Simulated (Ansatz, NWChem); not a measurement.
## Predicting a hybrid from its neighbours: CN

The species is CN (2 atoms), meant as a doublet with charge 0. As SMILES, `[C]#N`. Geometry: relaxed at PBE0-D4/def2-TZVP.

The electronic atomisation energy y, in eV, basis cc-pVTZ; a is the functional's share of exact exchange. Programs: Ansatz 0.2.0, NWChem 7.3.0.

| functional | program | a | y (eV) |
| --- | --- | --- | --- |
| UPBE | Ansatz | 0 | 8.55 |
| UTPSS | NWChem | 0 | 7.91 |
| UB3LYP | Ansatz | 0.2 | ? |
| UPBE0 | Ansatz | 0.25 | 7.74 |
| U-r2SCAN0 | Ansatz | 0.25 | 7.13 |
| UBHLYP | Ansatz | 0.5 | 6.81 |

Q: Fit y = c + s·a to the known rows and predict UB3LYP.

A: 
1. Means of the 5 rows: a = 0.2000, y = 7.628.
2. Σ(Δa)² = 0.175, Σ(Δa·Δy) = -0.5055, so the slope is -0.5055/0.175 = -2.8886.
3. Intercept: 7.628 − (-2.8886) × 0.2000 = 8.206. The largest residual of the fit is 0.35.
4. UB3LYP: 8.206 + (-2.8886) × 0.2 = 7.63 eV.

The run gave 7.77 eV, so the prediction is off by -0.14 eV, within the scatter of the fit. The rows mix families of semi-local functionals, which the line can't see.
